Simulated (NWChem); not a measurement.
ethylamine (C$_{2}$H$_{7}$N); SMILES CCN

```xyz
10

C      0.2599    -1.2361    -0.0315
C     -0.5555     0.0424     0.0220
N      0.3032     1.2074    -0.0817
H     -0.3865    -2.1265    -0.0048
H      0.8663    -1.2666    -0.9493
H      0.9499    -1.3026     0.8263
H     -1.1931     0.0241     0.9335
H     -1.2549     0.0585    -0.8317
H     -0.2493     2.0621    -0.0738
H      0.9183     1.2617     0.7291
```
Atoms are numbered in this order, from 1.

All runs: NWChem. Structure relaxed at the PBE0/def2-SVP level.

Task: Estimate the computed values for B3LYP/def2-TZVP. Quantities: highest occupied level (eV); orbital gap (eV); dipole (D).

Result: 
```
Quantity                     Value
---------------------------  -----
highest occupied level (eV)  -6.60
orbital gap (eV)              7.34
dipole (D)                    1.30
```
